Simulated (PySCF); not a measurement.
Gas-phase reaction: 2 SiCl4 + 2 H → 2 SiHCl + 3 Cl2

Method: PySCF energies (xtb for GFN2) plus ideal-gas RRHO corrections (1 bar). † marks an energy on the PBE0/def2-TZVP geometry and frequencies; other levels use their own. MP2 and CCSD(T) freeze the core. 6-31G* has spherical d functions here. Open shells (unrestricted): H (multiplicity 2); the rest are closed-shell singlets. GFN2 has no spin-polarisation term. B3LYP is the form with VWN-RPA correlation. SiHCl: computed as isolated molecules; such fragments, hydroxides, amides, oligomers or adducts are transient or little studied in the gas. MP2 isn't extrapolated to the basis-set limit. CCSD(T) isn't extrapolated to the basis-set limit.

```
level              ΔH°(298 K), kJ
-----------------  --------------
B3LYP/6-31G*                  900
B3LYP/def2-TZVP†              [?]
BLYP/def2-TZVP†               831
CCSD(T)/def2-SVP†             [?]
GFN2-xTB                      [?]
HF/6-31G*                    1092
HF/def2-TZVP†                 [?]
M06-2X/def2-TZVP†            1000
MP2/def2-SVP†                1140
MP2/def2-TZVPP†              1122
PBE/def2-SVP                  976
```

What belongs in the gaps?


- B3LYP/def2-TZVP†, ΔH°(298 K), kJ: 901
- CCSD(T)/def2-SVP†, ΔH°(298 K), kJ: 1009
- GFN2-xTB, ΔH°(298 K), kJ: 474
- HF/def2-TZVP†, ΔH°(298 K), kJ: 1096
